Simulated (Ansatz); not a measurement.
## BF: how the vertical ionisation to the doublet moves with the basis

BF, singlet; coordinates (Å): B 0.000 0.000 0.000; F 0.000 0.000 1.263. Quantity: vertical ionisation to the doublet.

Ansatz 0.2.0, basis 6-31G or cc-pVDZ or cc-pVTZ; geometries are PBE0/def2-TZVP minima. Wave-function levels freeze the cores; HF, MP2 and coupled cluster are restricted for singlets and unrestricted otherwise, Kohn–Sham unrestricted where that lies lower. The reference is CCSDT(Q) or full CI (coupled cluster only where its series has nearly closed). Semilocal and hybrid functionals correlate all electrons outside any core potential and usually lie nearer their basis limit than the reference, so part of their error here is the reference's basis and frozen-core error; RPA and the MP2 part of double hybrids freeze the same cores as the reference. None of these values is a measured one. Energies are electronic, without zero-point terms. No spin–orbit coupling and no scalar relativity. The species are chosen: bound, without strong static correlation by their natural occupations or amplitudes, in their lowest spin state as far as vertical gaps and like structures tell, with only the lowest ion state computed, and with a ladder that closes on the reference, so errors are smaller than for species at large; levels whose determinant breaks symmetry or spin markedly are left out.

```json
{"level": "reference", "6-31G (eV)": "10.577 (full CI)", "cc-pVDZ (eV)": "10.906 (CCSDT(Q))", "cc-pVTZ (eV)": "11.093 (CCSDT(Q))"}
{"level": "HF", "6-31G (eV)": "10.018", "cc-pVDZ (eV)": "9.973", "cc-pVTZ (eV)": "9.953"}
{"level": "MP2", "6-31G (eV)": "10.276", "cc-pVDZ (eV)": "10.556", "cc-pVTZ (eV)": "10.763"}
{"level": "CCSD(T)", "6-31G (eV)": "10.577", "cc-pVDZ (eV)": "10.909", "cc-pVTZ (eV)": "11.092"}
{"level": "CCSDT", "6-31G (eV)": "10.568", "cc-pVDZ (eV)": "10.905", "cc-pVTZ (eV)": "11.091"}
{"level": "PBE", "6-31G (eV)": "10.799", "cc-pVDZ (eV)": "10.836", "cc-pVTZ (eV)": "10.862"}
{"level": "r2SCAN", "6-31G (eV)": "10.731", "cc-pVDZ (eV)": "10.738", "cc-pVTZ (eV)": "10.736"}
{"level": "PBE0", "6-31G (eV)": "10.898", "cc-pVDZ (eV)": "10.905", "cc-pVTZ (eV)": "10.909"}
```

From 6-31G to cc-pVTZ the reference moves by 0.516 eV and PBE by 0.063; the step from CCSD(T) to the reference is 0.000 in the first and 0.000 in the last.
